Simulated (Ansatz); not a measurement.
# One shape, several levels: SiH3F (SMILES F[SiH3])

We compute a comparison of 6 runs (B3LYP/STO-3G, UPBE/STO-3G, UPBE0/STO-3G, wB97X/STO-3G, CCSDT/STO-3G, UCCSD(T)/STO-3G) of SiH3F. 

The calculation is run with Ansatz 0.2.0.

57 further runs of the same task are left out: 2 that didn't finish, 55 set aside as unsound or not needed.

## (1) The structure to begin with

The species is SiH3F (5 atoms), meant as a singlet with charge 0. SMILES: `F[SiH3]`. The H3–Si2 distance was set to 2.964 Å, away from the relaxed value. At this shape a bond of the SMILES string is far longer than usual.

Bond lengths: F1–Si2 1.600 Å, Si2–H4 1.482 Å, Si2–H5 1.482 Å. Angles: F1–Si2–H4 108.3°, F1–Si2–H5 108.3°, H4–Si2–H5 110.6°.

## (2) A single-point energy at B3LYP/STO-3G (run 1)

The input, in.yaml:

```yaml
crystal:
  periodic: [false, false, false]
  atoms:
    - {symbol: F, position_ang: [-0.863504, 0.336098, 2.270986]}
    - {symbol: Si, position_ang: [0.454396, 0.153998, 1.382286]}
    - {symbol: H, position_ang: [-0.367800, -0.192600, -1.443700]}
    - {symbol: H, position_ang: [1.179696, -1.044602, 1.864586]}
    - {symbol: H, position_ang: [1.291596, 1.366698, 1.536386]}
basis:
  gaussian:
    orbitals: STO-3G
hamiltonian:
  xc: {name: B3LYP}
accuracy: high
```

On the command line:

```console
$ ansatz run in.yaml --threads 1 --pin off --max-ram 2610MiB --events-out events.jsonl --progress --plain --runs-dir runs
```

Log:

```text
Warning: RAYON_NUM_THREADS=1 ignored (pool sized by the plan → 1); use --threads N
Functional definition: B3LYP
  name "B3LYP"
  parameter a0 = 0.2
  parameter ax = 0.72
  parameter ac = 0.81
  exchange = (1 - a0 - ax)*slater_x + ax*b88_x + a0*exact_x
  correlation = (1 - ac)*vwn_rpa_c + ac*lyp_c
290 factors; integrals over basis functions are off by at most 3.1e-8 eV
mean field evaluation 1: about -10499.5698 eV, gradient 2.6e1 eV
mean field evaluation 2: about -10492.8134 eV, gradient 2.7e1 eV
mean field evaluation 4: about -10505.5187 eV, gradient 1.2e1 eV
mean field evaluation 8: about -10506.5634 eV, gradient 4.6e-1 eV
mean field evaluation 16: about -10506.5316 eV, gradient 2.5e-4 eV
mean field -10506.53164572 eV, -386.1079163973 hartree, gradient 6.3e-9 eV, S^2 0.000000; 0 other end points of the search recorded, 0 dependent functions left out
reference -10506.53167176 eV, -386.1079173543 hartree; 13, 13 occupied and 4, 4 virtual orbitals, 290 factors
Total energy: -10506.53167176 eV, -386.1079173543 hartree
```

Run time: 1 s. Hardware: 1 thread of Intel Xeon Platinum 8259CL at 2.50GHz (Skylake/Cascade Lake), shared host; peak memory 0.11 GiB.

## (3) The energy at UPBE/STO-3G (run 2)

The input, job.yaml:

```yaml
crystal:
  periodic: [false, false, false]
  atoms:
    - {symbol: F, position_ang: [-0.863504, 0.336098, 2.270986]}
    - {symbol: Si, position_ang: [0.454396, 0.153998, 1.382286]}
    - {symbol: H, position_ang: [-0.367800, -0.192600, -1.443700]}
    - {symbol: H, position_ang: [1.179696, -1.044602, 1.864586]}
    - {symbol: H, position_ang: [1.291596, 1.366698, 1.536386]}
basis:
  gaussian:
    orbitals: STO-3G
magnetization:
  spin_polarized: true
hamiltonian:
  xc: {name: PBE}
accuracy: high
```

On the command line:

```console
$ ansatz run job.yaml --threads 1 --pin off --max-ram 2610MiB --events-out events.jsonl --progress --plain --runs-dir runs
```

Log:

```text
Warning: RAYON_NUM_THREADS=1 ignored (pool sized by the plan → 1); use --threads N
Functional definition: PBE
  name "PBE"
  parameter kappa = 0.804
  parameter beta = 0.06672455060314922
  exchange = pbe_x(kappa = kappa, mu = beta*pi^2/3)
  correlation = pbe_c(beta = beta)
290 factors; integrals over basis functions are off by at most 3.1e-8 eV
mean field evaluation 1: about -10492.3954 eV, gradient 1.8e1 eV
mean field evaluation 2: about -10484.8155 eV, gradient 1.9e1 eV
mean field evaluation 4: about -10499.5410 eV, gradient 5.2e0 eV
mean field evaluation 8: about -10499.5410 eV, gradient 5.2e0 eV
mean field evaluation 16: about -10499.7331 eV, gradient 3.9e-8 eV
mean field evaluation 32: about -10500.1456 eV, gradient 1.8e-1 eV
mean field -10500.11182134 eV, -385.8719922029 hartree, gradient 1.4e-8 eV, S^2 0.766635; 3 other end points of the search recorded, 0 dependent functions left out
reference -10500.11182317 eV, -385.8719922701 hartree; 13, 13 occupied and 4, 4 virtual orbitals, 290 factors
Total energy: -10500.11182317 eV, -385.8719922701 hartree
```

Wall time 3.9 s (1 thread of Intel Xeon Platinum 8259CL at 2.50GHz (Skylake/Cascade Lake), shared host); peak memory 0.14 GiB.

Runs 3 to 5 aren't shown in full; the table further down has their settings and results.

## (4) The energy at UCCSD(T)/STO-3G (run 6)

The input, molecule.yaml:

```yaml
crystal:
  periodic: [false, false, false]
  atoms:
    - {symbol: F, position_ang: [-0.863504, 0.336098, 2.270986]}
    - {symbol: Si, position_ang: [0.454396, 0.153998, 1.382286]}
    - {symbol: H, position_ang: [-0.367800, -0.192600, -1.443700]}
    - {symbol: H, position_ang: [1.179696, -1.044602, 1.864586]}
    - {symbol: H, position_ang: [1.291596, 1.366698, 1.536386]}
basis:
  gaussian: {orbitals: STO-3G}
correlation: {method: ccsd_t, frozen_orbitals: {F: 1, H: 0, Si: 5}}
scf: {omitted_lower_state_checks: [cluster_reference, increment]}
accuracy: high
magnetization: {spin_polarized: true, initial_magnetization: 0}
```

On the command line:

```console
$ ansatz run molecule.yaml --threads 1 --pin off --max-ram 2610MiB --events-out events.jsonl --progress --plain --runs-dir runs
```

Log:

```text
Warning: RAYON_NUM_THREADS=1 ignored (pool sized by the plan → 1); use --threads N
[... 14 lines left out ...]
6 core orbitals not correlated: weight in the atoms' cores, before any rotation towards them, 1.000 or more for the frozen orbitals, at most 0.000 for the correlated occupied ones
[... 36 lines left out ...]
Total energy: -10484.33862399 eV, -385.2923378918 hartree
Checks for a lower state left out: cluster_reference, increment
```

It took 0.36 s on 1 thread of Intel Xeon Platinum 8259CL at 2.50GHz (Skylake/Cascade Lake), shared host.

## (5) Overview of the runs

```
run            level  frozen core orbitals  energy (Eh)  wall time
  1     B3LYP/STO-3G                     –  -386.107917        1 s
  2      UPBE/STO-3G                     –  -385.871992      3.9 s
  3     UPBE0/STO-3G                     –  -385.933981      4.2 s
  4     wB97X/STO-3G                     –  -386.056842      4.2 s
  5     CCSDT/STO-3G                     6  -385.295620      0.3 s
  6  UCCSD(T)/STO-3G                     6  -385.292338     0.36 s
```

## (6) Summary of results

```
                                          quantity          value
                               run 6: total energy  -385.29234 Eh
run 6: correlation energy (6 core orbitals frozen)      -71.3 mEh
                             run 6: (T) correction      -3.28 mEh
          run 6: ⟨S²⟩ of the reference determinant          0.963
                              run 6: T1 diagnostic          0.024
```

Totals of different functionals can't be ranked against each other. In run 5 the log says that unrestricted orbitals would lower the reference, so the values rest on an unstable closed-shell determinant (other closed-shell runs at this shape may share the fault). In runs 1, 2, 3, 4, 5, 6 the basis is minimal, so the values are rough. In runs 1, 4 a closed-shell determinant meets a far-stretched bond, which it describes badly. Spin contamination of the reference: run 6 ⟨S²⟩ = 0.96, run 3 ⟨S²⟩ = 0.89, run 2 ⟨S²⟩ = 0.77. Where it is this large, the reference is a mixture of spin states, and values that rest on it are in doubt. All runs together took 14 s, the longest 4.2 s.
